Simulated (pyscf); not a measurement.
This saddle point was located with ωB97X-D3(BJ)/def2-SVP in PySCF.

```xyz
13

Si    -0.3003    -0.7350    -0.6642
C     -0.0553     0.4218     1.1079
Si    -1.5969     1.5337     0.9599
H     -1.4130    -1.4267     0.0760
H      0.6477    -1.8347    -0.9441
H     -0.9986     0.0413    -1.7114
H     -0.1217    -0.3908     1.8444
H      0.6893     1.1432     1.5036
H     -1.2816     2.6056    -0.0201
H     -2.7786     0.7482     0.5185
H     -1.8516     2.1194     2.3050
Cl     1.7118     0.6945    -1.2719
H      0.8293     0.3816     0.2468
```

Surface: singlet, charge 0. Lowest wavenumbers (cm⁻¹): 624i, 64, 124, 161, 301.

Question: Which two sides does it connect, and which bonds change?

Answer: H₃Si–CH₂–SiH₃ + hydrogen chloride (HCl) <-> H₃Si–Cl + methylsilane (H₃C–SiH₃), a four-centre exchange read from left to right: C–Si, Cl–H broken and Cl–Si, C–H formed. At ωB97M-D3(BJ)/def2-TZVP it lies +169.4 kJ/mol from the left side and +261.8 kJ/mol from the right (each side as separated species at their lowest minima found). This is the saddle that the search found; another between the same sides may lie lower.
